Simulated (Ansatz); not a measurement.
# AlFH3O: the cost of one run

Method: UKS PBE/def2-SVP, in Ansatz 0.2.0.

## (1) The structure to begin with

Bond lengths: Al1–F2 1.940 Å, Al1–H3 1.560 Å, Al1–H4 1.560 Å, O5–H6 1.010 Å. Angles: F2–Al1–H3 120.0°, F2–Al1–H4 120.0°, H3–Al1–H4 120.0°.

Coordinates:

```xyz
6

Al    0.0000    0.0000    0.0000
F     0.0000    0.0000    1.9400
H     1.3510    0.0000   -0.7800
H    -1.3510    0.0000   -0.7800
O     0.0000    0.0000    3.4700
H    -0.5144   -0.8011    3.8071
```

## (2) A restrained relaxation towards end A

Springs on the bonds that form and break draw the guess towards this end; the thresholds are loose.

File input.yaml:

```yaml
crystal:
  periodic: [false, false, false]
  atoms:
    - { symbol: Al, position_ang: [0.0, 0.0, 0.0] }
    - { symbol: F, position_ang: [0.0, 0.0, 1.94] }
    - { symbol: H, position_ang: [1.351, 0.0, -0.78] }
    - { symbol: H, position_ang: [-1.351, 0.0, -0.78] }
    - { symbol: O, position_ang: [0.0, 0.0, 3.47] }
    - { symbol: H, position_ang: [-0.5144, -0.8011, 3.8071] }
magnetization:
  spin_polarized: true
  initial_magnetization: 1
basis:
  gaussian: { orbitals: def2-SVP }
hamiltonian:
  xc: pbe
relax:
  f_tol: 0.15
  max_steps: 25
  restrain:
    - { distance: [1, 4], at: 2.43, k: 30.0 }
    - { distance: [0, 1], at: 1.69, k: 30.0 }
```

Run with:

```bash
$ ansatz run input.yaml --threads 1 --pin off --max-ram 2048MiB --backend cpu --events-out ev --progress --plain --runs-dir out
```

**Question.** How long does this run take on 1 thread of Arm Neoverse V1, shared host, and how much memory does it need?

About 96 s, with a peak of 0.15 GiB.
